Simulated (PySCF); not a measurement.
Species: CH2N2.
Cartesian coordinates in Å at the PBE0-D3(BJ)/def2-SVP level; atoms count from 1:
```
atom  x, y, z in Å
N1     1.8506   -0.0310   -0.4906
C2     0.7150   -0.0120   -0.2452
N3    -0.6009    0.0098   -0.0213
H4    -0.9686    0.8670    0.3770
H5    -0.9961   -0.8337    0.3800
```

The computed photoelectron lines, unassigned: C 1s: 293.31 eV; N 1s: 405.09 (area 1), 407.71 (area 1) eV.

Level of theory: PySCF 2.14.0, delta-SCF UKS SCAN, pcX-2 on the ionised atom, pcseg-1 elsewhere, spin-free X2C. Isolated species at its PBE0-D3(BJ)/def2-SVP geometry, gas phase.

Task: Which nitrogen gives which N 1s line?

Result: 405.09 eV: N1 (cyano nitrogen); 407.71 eV: N3 (nitrogen bonded to C and 2 H). Lowest listed N 1s: N1, bonded to C (triple bond). Highest, 2.62 eV above it: N3, bonded to C and 2 H.

Bonded neighbours of each site: N1: C (triple bond); C2: N (triple bond) and N; N3: C and 2 H.

Task: What is the longest wavelength that can ionise N 1s of N3 vertically?

Result: λ = hc/E = 12398.42 eV Å / 407.71 eV = 30.410 Å.

The run took 7.2 s of wall time on one thread of an Arm Neoverse N1 (shared host), and the process peaked at 0.30 GiB of memory.
